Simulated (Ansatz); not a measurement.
Relaxation of BCl₂H₂ (5 atoms, charge 0, multiplicity 2), to a largest force component of 0.03 eV/Å in at most 50 steps.

Method: UKS B3LYP-D4/def2-SVP in Ansatz 0.2.0.

```xyz
5
Properties=species:S:1:pos:R:3
B 0.000 0.000 -0.086
Cl 0.000 0.000 1.732
H 1.066 0.000 -0.624
H -1.066 0.000 -0.624
Cl 0.000 0.000 4.971
```

Task: Where does it end, and by what steps?

Result: The forces met the threshold. After 3 steps the energy has fallen by 0.047 eV; B1 moved furthest, 0.04 Å.

```csv
step,energy less start (eV),largest force component (eV/Å),accepted
0,0.0000,1.411,yes
1,-0.0325,0.850,yes
2,-0.0470,0.108,yes
3,-0.0473,0.006,yes
```

```xyz
5
Properties=species:S:1:pos:R:3
B 0.000 0.000 -0.048
Cl 0.000 0.000 1.702
H 1.060 0.000 -0.610
H -1.060 0.000 -0.610
Cl 0.000 0.000 4.936
```

Run time: 18 s on 1 thread of Arm Neoverse V2, on a shared host, peak memory 0.15 GiB.
